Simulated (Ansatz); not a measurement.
# SiO (singlet): the correlation ladder at distance Si1–O2 = 1.509 Å, 6-31G

How much of the correlation energy of SiO (singlet) does each wave-function method recover here?

The runs use Ansatz 0.2.0, Gaussian basis; 6-31G, core rule «outside noble gas», up to 6 orbitals frozen.

To be run: UHF; CCSD(T) on RHF; BCCD(T) on RHF; CISD; CCSDT(Q) on RHF; CISDTQ; CCSDTQ on RHF; CASSCF and MRCISD+Q, 2 electrons in 2 orbitals; CASSCF and NEVPT2, 2 electrons in 2 orbitals; CASSCF and MRCISD+Q, 10 electrons in 8 orbitals; CASSCF and NEVPT2, 10 electrons in 8 orbitals; Full CI.

24 further runs of the same task are left out: 3 for a known fault of the program, 17 that didn't finish, 4 set aside as unsound or not needed.

**1. The system**

The geometry derives from a PBE0/def2-TZVP stationary point (not a proven minimum). One bond is set to the value named and the two fragments are kept rigid.

2 atoms, charge 0, spin multiplicity 1.

Atoms are counted from 1 here; the program's logs count them from 0.

Bond lengths: Si1–O2 1.509 Å.

Geometry (Å):

```xyz
2
OSi
Si    0.0000    0.0000    0.0000
O     0.0000    0.0000    1.5088
```

**2. UHF**

The input, in.yaml:

```yaml
crystal:
  periodic: [false, false, false]
  atoms:
    - {symbol: Si, position_ang: [0.000000, 0.000000, 0.000000]}
    - {symbol: O, position_ang: [0.000000, 0.000000, 1.508831]}
basis:
  gaussian: {orbitals: 6-31G}
magnetization: {spin_polarized: true, initial_magnetization: 0}
hamiltonian: {xc: hf}
output: {orbitals: {seedname: orbitals}}
```

Command:

```
$ ansatz run in.yaml --threads 1 --pin off --events-out ev --progress --plain --max-ram 2393MiB
```

Further steps of the session: CCSD(T) on RHF; BCCD(T) on RHF; CISD; CCSDT(Q) on RHF; CISDTQ; CCSDTQ on RHF; CASSCF and MRCISD+Q, 2 electrons in 2 orbitals; CASSCF and NEVPT2, 2 electrons in 2 orbitals; CASSCF and MRCISD+Q, 10 electrons in 8 orbitals; CASSCF and NEVPT2, 10 electrons in 8 orbitals; Full CI.

Q: Predict the results of all the runs planned. Wanted: FCI from the RHF energy; RMP2 from FCI; RCCSD from FCI; RCCSD(T) from FCI; RCCSDT(Q) from FCI; NEVPT2 pair from FCI; MRCISD+Q pair from FCI; NEVPT2 valence from FCI; T1 diagnostic.

The runs gave:

```
                         quantity                                          value
          FCI from the RHF energy                                     -5.5035 eV
                    RMP2 from FCI                                    +6.1 kJ/mol
                   RCCSD from FCI                                   +28.4 kJ/mol
                RCCSD(T) from FCI                                    +3.7 kJ/mol
               RCCSDT(Q) from FCI                                    -0.7 kJ/mol
             NEVPT2 pair from FCI                                   +22.6 kJ/mol
           MRCISD+Q pair from FCI                                   +17.4 kJ/mol
          NEVPT2 valence from FCI                                   +52.1 kJ/mol
levels within 1 kcal/mol (43 meV)  RCCSD(T), BCCD(T), RCCSDT, RCCSDT(Q), RCCSDTQ
                    T1 diagnostic                                          0.033
   effectively unpaired electrons                                           0.11
```

**Reading.** RCCSD(T) misses by +3.7 kJ/mol, 0.7 % of the correlation energy. RCCSDT(Q) falls below full CI, which methods that aren't variational can do. One determinant dominates. Of the multireference levels listed MRCISD+Q valence comes nearest in total energy (+8.2 kJ/mol), which doesn't show that its space is the better one. These misses are within one basis, not against nature.
